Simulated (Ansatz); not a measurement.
Born–Oppenheimer molecular dynamics of CH2NSi (5 atoms, charge 0, multiplicity 2). It starts at the highest image of a converged band. Of that band: Neighbouring images differ by up to 1.5 eV, so the band resolves the path poorly. A vibrational analysis at the climbing image gives one clearly imaginary mode, 7685i cm⁻¹: a first-order saddle point.

Level of theory: UHF/def2-SVP in Ansatz.

* ensemble: NVE (velocity Verlet)
* time step: 0.5 fs
* steps asked: 200
* starting velocities drawn for: 100 K
* seed: 5483

Frames 5 fs apart, positions in Å, forces in eV/Å.

Velocities at 15.0 fs (Å/ps):

```
N 6.49 -1.57 7.14
C -6.10 5.48 -14.70
Si -1.40 -1.44 1.66
H 2.42 -17.89 16.27
H 19.22 14.50 13.39
```

```xyz
5
Properties=species:S:1:pos:R:3:forces:R:3 time_fs=15.0 energy_less_start_eV=-0.286 T=841
N -1.488 -1.024 0.199 4.43 2.57 -1.71
C -0.344 -0.388 -0.004 -1.44 -1.00 1.77
Si 1.466 0.104 0.475 0.06 -0.40 1.21
H 0.363 0.178 -0.828 -2.94 -0.97 -1.33
H 1.248 1.594 0.287 -0.11 -0.20 0.07
5
Properties=species:S:1:pos:R:3:forces:R:3 time_fs=20.0 energy_less_start_eV=-1.237 T=3285
N -1.423 -1.012 0.220 1.01 0.82 -0.79
C -0.387 -0.371 -0.055 0.79 -0.44 2.08
Si 1.460 0.096 0.488 -0.45 -0.03 0.68
H 0.075 0.019 -0.962 -1.20 0.11 -1.88
H 1.327 1.615 0.354 -0.15 -0.45 -0.08
5
Properties=species:S:1:pos:R:3:forces:R:3 time_fs=25.0 energy_less_start_eV=-1.212 T=3224
N -1.346 -0.991 0.232 -3.88 -2.61 2.31
C -0.405 -0.354 -0.086 4.11 2.63 -4.62
Si 1.449 0.087 0.507 -0.95 -0.70 -0.11
H -0.531 -0.167 -1.350 0.83 0.20 2.54
H 1.372 1.558 0.406 -0.11 0.48 -0.11
5
Properties=species:S:1:pos:R:3:forces:R:3 time_fs=30.0 energy_less_start_eV=-1.055 T=2816
N -1.317 -1.003 0.277 0.76 -0.15 1.88
C -0.363 -0.300 -0.192 -2.71 -1.31 -2.41
Si 1.431 0.073 0.526 -0.93 0.07 -0.39
H -0.946 -0.284 -1.255 2.81 1.47 1.02
H 1.394 1.577 0.432 0.06 -0.08 -0.09
5
Properties=species:S:1:pos:R:3:forces:R:3 time_fs=35.0 energy_less_start_eV=-1.300 T=3437
N -1.280 -1.020 0.352 2.85 1.48 -0.83
C -0.349 -0.268 -0.322 -1.90 -2.88 4.23
Si 1.404 0.059 0.541 -1.16 0.34 -0.72
H -0.916 -0.058 -1.170 0.16 1.50 -2.59
H 1.425 1.585 0.436 0.05 -0.43 -0.08
5
Properties=species:S:1:pos:R:3:forces:R:3 time_fs=40.0 energy_less_start_eV=-0.998 T=2674
N -1.198 -1.012 0.414 2.06 2.17 -3.15
C -0.377 -0.279 -0.390 -1.79 0.64 0.58
Si 1.368 0.047 0.550 -1.01 -0.77 -0.66
H -0.752 0.374 -1.453 0.82 -2.46 3.43
H 1.466 1.519 0.417 -0.07 0.42 -0.20
5
Properties=species:S:1:pos:R:3:forces:R:3 time_fs=45.0 energy_less_start_eV=-0.791 T=2148
N -1.084 -0.970 0.426 -0.34 0.79 -2.15
C -0.435 -0.287 -0.434 2.88 -3.34 7.39
Si 1.324 0.030 0.554 -0.21 -0.59 -0.16
H -0.450 0.378 -1.147 -2.07 3.19 -4.86
H 1.488 1.520 0.351 -0.26 -0.05 -0.22
5
Properties=species:S:1:pos:R:3:forces:R:3 time_fs=50.0 energy_less_start_eV=-0.771 T=1619
N -0.978 -0.921 0.411 -4.35 -3.32 3.69
C -0.440 -0.306 -0.400 4.73 6.20 -5.61
Si 1.278 0.007 0.557 0.89 0.14 -0.08
H -0.536 0.544 -1.290 -0.90 -2.62 1.90
H 1.447 1.515 0.238 -0.37 -0.40 0.10
5
Properties=species:S:1:pos:R:3:forces:R:3 time_fs=55.0 energy_less_start_eV=-1.610 T=3769
N -0.933 -0.914 0.438 -0.92 -0.40 0.14
C -0.364 -0.235 -0.435 1.10 -0.55 1.30
Si 1.239 -0.015 0.558 0.39 0.24 -0.43
H -0.850 0.296 -1.206 -0.75 0.55 -1.26
H 1.329 1.434 0.140 0.19 0.16 0.25
5
Properties=species:S:1:pos:R:3:forces:R:3 time_fs=60.0 energy_less_start_eV=-0.506 T=936
N -0.908 -0.918 0.475 1.83 1.84 -1.92
C -0.277 -0.160 -0.472 -7.08 -3.97 0.81
Si 1.205 -0.034 0.557 1.33 0.93 -0.25
H -1.217 0.021 -1.202 3.23 0.65 0.72
H 1.255 1.396 0.110 0.70 0.55 0.64
5
Properties=species:S:1:pos:R:3:forces:R:3 time_fs=65.0 energy_less_start_eV=-0.936 T=2038
N -0.855 -0.893 0.481 1.09 1.39 -1.29
C -0.304 -0.160 -0.481 -1.64 -3.94 3.83
Si 1.181 -0.045 0.553 1.39 1.48 -0.20
H -1.039 -0.060 -1.188 -1.17 1.44 -2.93
H 1.329 1.458 0.224 0.32 -0.37 0.59
5
Properties=species:S:1:pos:R:3:forces:R:3 time_fs=70.0 energy_less_start_eV=-1.056 T=2349
N -0.789 -0.849 0.470 -2.52 -2.35 3.36
C -0.385 -0.227 -0.448 0.75 3.36 -6.91
Si 1.170 -0.045 0.548 1.62 0.25 0.66
H -0.832 0.122 -1.538 0.61 -1.00 2.96
H 1.471 1.454 0.466 -0.46 -0.26 -0.07
```

Of the whole run (100 fs, mean temperature of the second half 1961 K): The conserved energy wandered by up to 38.3 meV per atom (net -37.0 meV per atom), which is poor conservation. The system heated up, since it started high on the potential surface and ran downhill. A run of 0.1 ps of so small a system gives no equilibrium averages.

Time of the run: 2.2 min on 1 CPU thread of a shared host.
